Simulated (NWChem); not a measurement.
# diphosphorus (P$_{2}$); SMILES P#P

Program: NWChem. Geometry: optimised at PBE0/def2-SVP. Solvent water, SMD (1 M gas to 1 M solution), gas-phase geometry. Reactions with the solvent are ignored.

### Question
What does the run give for PBE0/3-21G? Quantities: solvation free energy (kcal/mol); cavity-dispersion-structure term (kcal/mol).

### Answer
```json
{
 "solvation free energy (kcal/mol)": "-0.5",
 "cavity-dispersion-structure term (kcal/mol)": "0.0"
}
```
